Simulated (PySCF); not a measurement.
Numbering as in the mapped SMILES `[CH3:1][CH2:2][CH2:3][C:4]([CH3:5])=[O:6]` (H(Xn): hydrogen on atom n).

Geometry: PBE0-D3(BJ)/def2-SVP; GIAO shifts from PySCF 2.14.0 with density-fitted response routines, gas phase, non-relativistic, averaged over equivalent atoms.

At PBE0/pcSseg-0 (74 basis functions, 4.4 s wall time on 1 thread of an x86-64 server CPU, shared host):
```tsv
atoms	δ (ppm)
C4	222.0
C3	48.8
C5	34.7
C2	17.7
C1	16.4
O6	767.6
H(C5)	2.44
H(C3)	2.36
H(C2)	1.46
H(C1)	1.04
```

Referencing at the same level of theory: TMS for $^{13}$C (193.52 ppm) and $^{1}$H (32.83 ppm); $^{17}$O (337.86 ppm) against H2O.

Q: Predict the values at WP04/pcSseg-1 on the same geometry.

A: 
```
atoms  δ at WP04/pcSseg-1  change
   C4               212.1    -9.9
   C3                46.4    -2.4
   C5                31.5    -3.2
   C2                21.5    +3.8
   C1                16.7    +0.3
   O6               647.8  -119.8
H(C5)                2.04   -0.40
H(C3)                2.02   -0.34
H(C2)                1.44   -0.02
H(C1)                0.90   -0.14
```

Shifts are taken against calculated references (same method and geometry level): TMS for $^{13}$C (172.44 ppm), $^{1}$H (31.56 ppm); $^{17}$O (317.54 ppm) vs H2O.

The largest change is at O6 (ketone oxygen). Cost: 152 basis functions, 12 s wall time on 1 thread of an Arm Neoverse V2, shared host. The order of the carbon signals is the same at both levels.

Unscaled 17O shifts of doubly bonded oxygen tend to come out too high, by tens of ppm or more. Experimental scales use liquid or dissolved standards, which lie at an offset from isolated H2O (liquid H2O: subtract about 36 ppm).
